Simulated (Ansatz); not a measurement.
# Scan of CH⁺, singlet

Starting geometry (PBE0/def2-TZVP stationary point for this spin):

```xyz
2

C     0.0000    0.0000    0.0000
H     0.0000    0.0000    1.1404
```

From there H2 moves along the line of the two atoms named below, all else staying in place; atoms are numbered as listed. Energies are in eV, counted from the starting geometry at the same level.

Basis cc-pVQZ; Ansatz 0.2.0. Only valence electrons are correlated (noble-gas cores frozen).

Full CI is exact within this basis and frozen core; it isn't the basis-set limit.

| distance C1-H2 (Å) | BCCD(T) |
| --- | --- |
| 0.915 | 0.999 |
| 1.019 | 0.212 |
| 1.140 | 0.000 |
| 1.223 | 0.100 |
| 1.377 | 0.547 |
| 1.574 | 1.291 |
| 1.833 | 2.222 |
| 2.065 | 2.889 |
| 2.460 | 3.629* |
| 3.099 | 4.064* |
| 3.928 | 4.102* |

An asterisk marks runs whose energy the program itself flagged as in doubt.

Estimate the full CI curve in cc-pVQZ from this one, knowing how BCCD(T) errs.

The computed full CI values, in eV from the starting point, and the error of BCCD(T) against them:
```csv
distance C1-H2 (Å),full CI,BCCD(T) less full CI
0.915,0.999,0.000
1.019,0.212,0.000
1.140,0.000,0.000
1.223,0.100,0.000
1.377,0.545,0.002
1.574,1.286,0.005
1.833,2.212,0.010
2.065,2.874,0.015
2.460,3.613,0.016
3.099,4.089,-0.025
3.928,4.208,-0.106
```

Full CI's occupations show more than one leading determinant at 2.460, 3.099, 3.928.

The error spans 0.122 eV and is largest, -0.106 eV, at 3.928 Å.

These errors take the starting point as zero, where BCCD(T) itself lies 0.014 eV above full CI in total energy. In total energy its miss is smallest, -0.010 eV, at 3.099 and largest, -0.091 eV, at 3.928 Å.
